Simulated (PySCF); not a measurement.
**Field gradients at the hydrogen positions**

C4H10P2.
Cartesian coordinates in Å at the GFN2-xTB level; atoms count from 1:
```
atom  x, y, z in Å
C1    -0.1711   -1.1770   -0.8525
C2    -0.1546   -0.0240    0.1499
C3    -0.2987    1.3128   -0.5759
C4    -1.2982   -0.1938    1.1520
P5     1.4570   -0.0529    1.1538
P6     2.8529    0.1784   -0.2914
H7    -0.0219   -2.1304   -0.3460
H8    -1.1302   -1.2097   -1.3685
H9     0.6162   -1.0526   -1.5953
H10   -1.2630    1.3614   -1.0808
H11   -0.2386    2.1423    0.1285
H12    0.4874    1.4332   -1.3208
H13   -2.2582   -0.1856    0.6381
H14   -1.2914    0.6144    1.8814
H15   -1.2023   -1.1375    1.6864
H16    3.9070    0.1302    0.6296
```

Level: PBE0/pcSseg-1 (PySCF, non-relativistic); Q(2H) = 0.00286 b; rigid geometry, the same for H and D, with no vibrational averaging.

Question: What are Vzz, η and χzz (234.96 MHz × Q × Vzz) at all hydrogens?

Answer: 
```csv
atom,bonded to,bond length (Å),Vzz (au),η,χzz (kHz)
H7,C1,1.090,0.3101,0.03,208
H8,C1,1.090,0.3119,0.02,210
H9,C1,1.090,0.3075,0.03,207
H10,C3,1.090,0.3119,0.02,210
H11,C3,1.090,0.3101,0.03,208
H12,C3,1.090,0.3075,0.03,207
H13,C4,1.089,0.3131,0.02,210
H14,C4,1.089,0.3118,0.03,210
H15,C4,1.089,0.3118,0.03,210
H16,P6,1.401,0.1948,0.02,131
```

Question: Average by the element that carries the hydrogen.

Answer: on C: 209 kHz over 9 positions, mean bond length 1.089 Å; on P: 131 kHz over 1 position, mean bond length 1.401 Å.

Question: A static deuteron (I = 1) shows a doublet split by (3/2)χ, (3/4)χ(1 + η) and (3/4)χ(1 − η) with the field along z, y and x of the gradient. What are these for H13?

Answer: With |χ| = 210.4 kHz and η = 0.022: 316, 161 and 154 kHz, to first order and without motion.

Isolated species at its GFN2-xTB geometry, gas phase. GFN2-xTB bond lengths can be off by several hundredths of an ångström, more for odd bonds, and the gradients follow them. The small basis limits the accuracy of the gradients.
